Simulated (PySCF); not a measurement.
Job file and geometry (Å, from PBE0-D3(BJ)/def2-TZVP) of an NMR shielding run on 2-methylpentane (CCCC(C)C, C6H14), GIAO PBE0/pcSseg-2 NMR shielding, non-relativistic, gas phase in PySCF 2.14.0, density-fitted response routines; density fitting, a coarse starting grid and PySCF grid level 2 are the driver's defaults:

```
$ OMP_NUM_THREADS=2 python probes_run.py task.json out

{"job": {"kind": "nmr", "xc": "PBE0", "basis": "pcSseg-2"}, "charge": 0, "multiplicity": 1}
C      2.698991    -0.743992    -0.208885
C      1.353260    -0.626616     0.485957
C      0.379980     0.262065    -0.271620
C     -0.958138     0.500023     0.422226
C     -1.771888     1.539468    -0.334636
C     -1.759076    -0.783841     0.588812
H      2.589133    -1.175374    -1.207822
H      3.388491    -1.378511     0.352625
H      3.168551     0.236672    -0.325531
H      1.494420    -0.223894     1.496070
H      0.925391    -1.625687     0.614645
H      0.192903    -0.167017    -1.265470
H      0.858848     1.232945    -0.449451
H     -0.745613     0.899279     1.423423
H     -2.719390     1.747639     0.168851
H     -1.226052     2.481697    -0.429235
H     -2.004032     1.186736    -1.344743
H     -1.227705    -1.526191     1.187280
H     -2.715434    -0.586997     1.079820
H     -1.973564    -1.231627    -0.387254
```

Q: Write the output of this run.

A: 
```
coarse grid: 15200 points
cycle   1  E = -236.7983339065  dE =  2.860e-01  |g| = 4.821e-01  |ddm| = 2.678e+00
cycle   2  E = -236.7807123611  dE =  1.762e-02  |g| = 5.541e-01  |ddm| = 7.920e-01
cycle   3  E = -236.8624199762  dE = -8.171e-02  |g| = 3.418e-02  |ddm| = 4.307e-01
cycle   4  E = -236.8625862098  dE = -1.662e-04  |g| = 2.126e-02  |ddm| = 4.163e-02
cycle   5  E = -236.8626902723  dE = -1.041e-04  |g| = 3.987e-03  |ddm| = 1.641e-02
cycle   6  E = -236.8626937606  dE = -3.488e-06  |g| = 7.093e-04  |ddm| = 3.308e-03
final grid: 142456 points
cycle   7  E = -236.8671619260  dE = -1.619e-04  |g| = 9.637e-03  |ddm| = 7.986e-02
cycle   8  E = -236.8671540231  dE =  7.903e-06  |g| = 1.104e-02  |ddm| = 1.538e-02
cycle   9  E = -236.8671857213  dE = -3.170e-05  |g| = 5.233e-04  |ddm| = 8.241e-03
cycle  10  E = -236.8671857628  dE = -4.156e-08  |g| = 3.283e-04  |ddm| = 7.064e-04
cycle  11  E = -236.8671857880  dE = -2.515e-08  |g| = 5.186e-05  |ddm| = 2.523e-04
cycle  12  E = -236.8671857886  dE = -5.862e-10  |g| = 9.095e-06  |ddm| = 4.862e-05
converged SCF energy = -236.8671857886

GIAO shielding tensors (ppm)
atom      isotropic    diamagn.    paramagn.     s11        s22        s33       span
  0 C      168.604     236.829     -68.225    156.669    161.604    187.538     30.869
  1 C      159.578     243.322     -83.743    146.699    162.139    169.897     23.199
  2 C      138.944     248.965    -110.020    118.173    130.795    167.865     49.692
  3 C      151.942     242.504     -90.562    143.120    152.469    160.237     17.117
  4 C      158.619     239.703     -81.083    138.180    150.602    187.076     48.897
  5 C      162.890     243.392     -80.502    147.512    155.845    185.311     37.799
  6 H       30.698      29.135       1.563     26.578     28.946     36.570      9.992
  7 H       30.325      27.083       3.241     25.701     27.596     37.677     11.975
  8 H       30.684      28.841       1.843     26.572     28.890     36.590     10.018
  9 H       30.437      32.336      -1.899     25.270     30.716     35.326     10.057
 10 H       29.940      33.188      -3.248     24.092     31.601     34.127     10.034
 11 H       30.657      35.512      -4.855     26.956     31.482     33.533      6.577
 12 H       30.171      34.860      -4.689     25.107     31.557     33.848      8.741
 13 H       30.068      32.895      -2.827     26.821     28.499     34.884      8.063
 14 H       30.454      28.589       1.865     26.138     27.999     37.225     11.087
 15 H       30.481      29.726       0.755     26.197     28.350     36.895     10.698
 16 H       30.837      30.196       0.641     27.760     28.825     35.926      8.166
 17 H       30.135      31.856      -1.720     24.817     29.865     35.724     10.907
 18 H       30.568      29.748       0.821     26.350     28.158     37.197     10.846
 19 H       31.191      31.561      -0.370     28.224     28.741     36.607      8.383
```

Q: Turn these shieldings into chemical shifts. Scale: 13C (σref 186.03) and 1H (σref 31.52) against TMS (reference shieldings calculated alike).

A: Averaging equivalent atoms: C 2: 47.1; C 3: 34.1; C 1: 26.5; C 4/5: 25.3; C 0: 17.4; H 13: 1.45; H 9/10: 1.33; H 11/12: 1.11; H 6/7/8: 0.95; H 14/15/16/17/18/19: 0.91 ppm. 

Size and cost of the density-fitted run: 412 basis functions, 3 min wall time (5.4 min CPU) on 2 threads of an Intel Xeon, shared host; peak memory 2.8 GiB.
